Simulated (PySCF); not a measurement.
CFCl3.
Z-matrix (Å and degrees, GFN2-xTB geometry), rows numbered from 1:
```
F 
C   1  1.3373
Cl  2  1.7710  1  108.58
Cl  2  1.7710  1  108.55  3   120.02
Cl  2  1.7708  1  108.52  3  -120.01
```

The closed-shell ground state was solved at several levels (PySCF, density fitting, gas phase, non-relativistic).

```tsv
level	basis functions	total energy (Eh)	HOMO (eV)	LUMO (eV)	gap (eV)	dipole (D)
PBE0/6-31++G**	102	-1517.8844	-9.27	-1.54	7.73	0.39
PBE0/3-21G	57	-1510.5028	-9.39	-1.52	7.87	0.21
PBE0/ANO-RCC-VDZP	82	-1516.8872	-9.22	-1.46	7.76	0.50
PBE0/Sadlej pVTZ	144	-1518.0158	-9.17	-1.45	7.72	0.36
PBE0/def2-TZVPP	188	-1518.0413	-9.14	-1.28	7.86	0.36
PBE0/MINI	37	-1510.2711	-9.89	-1.91	7.98	0.07
PBE0/cc-pCVDZ	117	-1517.9661	-9.09	-1.14	7.95	0.29
PBE0/pcseg-1	82	-1517.8460	-9.32	-1.49	7.83	0.48
PBE0/6-311G**	114	-1517.9994	-9.29	-1.44	7.85	0.43
PBE0/aug-pcSseg-1	151	-1517.8790	-9.23	-1.48	7.75	0.35
PBE0/IGLO-II	149	-1517.8846	-9.05	-1.15	7.90	0.51
```

Problem. Estimate the row for PBE0/def2-SVPD, a basis of 124 functions; the other rows only guide the guess.

Solution. Total energy -1517.4271 Eh, HOMO -9.28 eV, LUMO -1.45 eV, gap 7.83 eV, dipole 0.38 D.

Problem. How much does the basis alone move the frontier levels among the 12 PBE0 rows (the withheld one included)?

Solution. The HOMO by 0.84 eV and the LUMO by 0.77 eV. By rising basis size (HOMO, LUMO in eV): MINI -9.89, -1.91; 3-21G -9.39, -1.52; ANO-RCC-VDZP -9.22, -1.46; pcseg-1 -9.32, -1.49; 6-31++G** -9.27, -1.54; 6-311G** -9.29, -1.44; cc-pCVDZ -9.09, -1.14; def2-SVPD -9.28, -1.45; Sadlej pVTZ -9.17, -1.45; IGLO-II -9.05, -1.15; aug-pcSseg-1 -9.23, -1.48; def2-TZVPP -9.14, -1.28.

Problem. How far do the dipole and the HOMO energy spread over the levels?

Solution. The dipole runs from 0.07 to 0.51 D (mean 0.36 D) and the HOMO from -9.89 to -9.05 eV.
